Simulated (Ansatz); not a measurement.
Write a Python script for Ansatz 0.2.0, Python API that makes the interaction energy of a dimer with the counterpoise correction of CH₄OS, SMILES OCS. Level of theory (for the species named): PBE, def2-SVP basis, multiplicity 1.

```yaml
atoms:
  - { symbol: O, position_ang: [-0.7616, -0.8237, -0.3544] }
  - { symbol: C, position_ang: [-0.0428, 0.3781, -0.1149] }
  - { symbol: S, position_ang: [1.6323, -0.0602, 0.2366] }
  - { symbol: H, position_ang: [-1.6160, -0.4625, -0.6457] }
  - { symbol: H, position_ang: [-0.0656, 1.0260, -1.0089] }
  - { symbol: H, position_ang: [-0.4693, 0.9252, 0.7399] }
  - { symbol: H, position_ang: [1.3842, -1.0509, 1.1017] }
```

`dimer.py`
```python
'''Binding of a CH4OS dimer at a trial geometry.'''

import logging
import sys

import ansatz as az

logging.basicConfig(stream=sys.stdout, format='%(levelname)s:%(name)s:%(message)s')
logger = logging.getLogger('ch4os')
logger.setLevel(logging.INFO)

FIRST = [
    ('O', (-0.7703, -0.814, -0.3479)),
    ('C', (-0.0515, 0.3878, -0.1084)),
    ('S', (1.6236, -0.0505, 0.2431)),
    ('H', (-1.6247, -0.4528, -0.6392)),
    ('H', (-0.0743, 1.0357, -1.0024)),
    ('H', (-0.478, 0.9349, 0.7464)),
    ('H', (1.3755, -1.0412, 1.1082)),
]
SECOND = [
    ('O', (-1.5787, -0.0602, 4.9959)),
    ('C', (-1.2615, -0.4626, 3.6708)),
    ('S', (-2.5479, 0.1228, 2.6104)),
    ('H', (-0.7663, -0.3256, 5.4594)),
    ('H', (-0.3019, -0.0186, 3.352)),
    ('H', (-1.1944, -1.5592, 3.6005)),
    ('H', (-3.5897, -0.2654, 3.3557)),
]

def energy(atoms, ghosts=()):
    molecule = az.Crystal.molecule()
    for symbol, xyz in atoms:
        molecule = molecule.atom(symbol, xyz)
    calc = (
        molecule.calculation()
        .basis(gaussian='def2-SVP')
        .functional('pbe')
    )
    deck = calc.input()
    if ghosts:
        deck = deck.set(az.key.basis.gaussian.ghost_atoms, [{'symbol': s, 'position_ang': list(xyz)} for s, xyz in ghosts])
    return az.Session.from_dict(deck).plan().execute().report['free_energy_ev']

# monomers in their own basis and in the basis of the dimer
both = energy(FIRST + SECOND)
alone = energy(FIRST) + energy(SECOND)
ghosted = energy(FIRST, SECOND) + energy(SECOND, FIRST)
logger.info(f'dimer {both:.6f} eV')
logger.info(f'interaction, uncorrected   {(both - alone):8.3f} eV')
logger.info(f'interaction, counterpoise  {(both - ghosted):8.3f} eV')
logger.info(f'basis-set superposition    {(alone - ghosted):8.3f} eV')
```

```console
$ python dimer.py
INFO:ch4os:dimer -27939.691906 eV
INFO:ch4os:interaction, uncorrected     -0.099 eV
INFO:ch4os:interaction, counterpoise    -0.025 eV
INFO:ch4os:basis-set superposition       0.074 eV
```

Uncorrected it is -0.099 eV, with the counterpoise correction -0.025 eV; the difference, 0.07 eV, is the superposition error.

Caveats:
- Total energies depend on the basis set; only differences at equal settings carry meaning.
- The dimer is a generated trial pose of unrelaxed monomers, not a minimum, so the figure is no binding energy, and the basis set is small.
- This level lacks the dispersion part of the attraction (electrostatics and induction are there), which can decide the sign where the interaction is weak.
- Finished in 11 s on 1 thread of Arm Neoverse V2, on a shared host, peak memory 0.23 GiB.
